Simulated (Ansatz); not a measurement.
## AsH3⁺, doublet in 6-31G: errors against full CI

Geometry: that of the AsH3, singlet, kept fixed.

```xyz
4

As    0.0002    0.0000   -0.0329
H     1.2593    0.0140    0.8215
H    -0.6489    1.0868    0.8116
H    -0.6239   -1.1021    0.8106
```

Basis 6-31G (Cartesian d functions); Ansatz 0.2.0. Correlated methods freeze the noble-gas cores and the filled d shells of p-block atoms, which leaves 7 electrons in 21 orbitals. R marks a restricted (for open shells ROHF) determinant, U an unrestricted one. Active spaces: valence = (7e, 7o) chosen from the atoms' valence shells. No spin–orbit coupling is included, and no scalar relativity.

Full CI is exact within this basis and frozen core; it isn't the basis-set limit. The frozen core follows each run's orbitals, which can shift R against U totals by a few meV for light atoms and by up to 0.1 eV past Ca.

For open shells CISD and CISDTQ are restricted-active-space CI with the open shells as a complete middle space.

The UHF ⟨S²⟩ is 0.752 and the T1 diagnostic (RCCSD) is 0.0099. The largest doubles amplitude (RCCSD) is 0.069.

| level | E − E(RHF) (eV) |
| --- | --- |
| RMP2 | -1.5227 |
| RCCSD | -2.1344 |
| RCCSD(T) | -2.1592 |

(1) Estimate how far full CI in 6-31G lies from RCCSD(T). The table doesn't fix it; the size of (T) and the diagnostics are the guide.

(1) Full CI in 6-31G lies 10 meV below RCCSD(T), which is 40 % of the (T) step (-25 meV). The diagnostics give no warning, yet the rest is a sizeable part of (T).

The other levels:

```
                   level  E − E(full CI) (meV)  share of correlation (%)  wall time
                    CISD                   100                     95.37     0.58 s
                 BCCD(T)                    10                     99.55        1 s
                  RCCSDT                     1                     99.96          –
                  CISDTQ                     2                     99.92      3.4 s
               RCCSDT(Q)                     0                    100.00      3.7 s
                 RCCSDTQ                     0                    100.00       20 s
  CASSCF (valence space)                   508                     76.58          –
  NEVPT2 (valence space)                   113                     94.81      1.8 s
  MRCISD (valence space)                    10                     99.55          –
MRCISD+Q (valence space)                     5                     99.77      2.3 s
```

The correlation energy at full CI, counted from RHF, is -2.169 eV. That run took 22 s on 1 thread of Arm Neoverse V1, shared host over 3,978,900 determinants.

Run but not shown, since their state, orbitals or frozen core can't be matched to the reference's or they repeat it: UHF, UMP2, UCCSD, UCCSD(T), UCCSDT, UCCSDT(Q).

Times hold each run's SCF and search for its determinant on a shared host, so for small cases they say little of a method's own cost; they ran on 1 thread of Arm Neoverse V1. Some runs computed forces too.

The full-CI state has the irrep A' of Cs, in the program's axes (one component, if the state is degenerate).

Natural occupations of full CI about the gap: 1.978 1.952 1.952 1.003 0.038 0.038 0.026 0.003 0.003 0.003; effectively unpaired electrons, Σ n²(2−n)², 1.03.
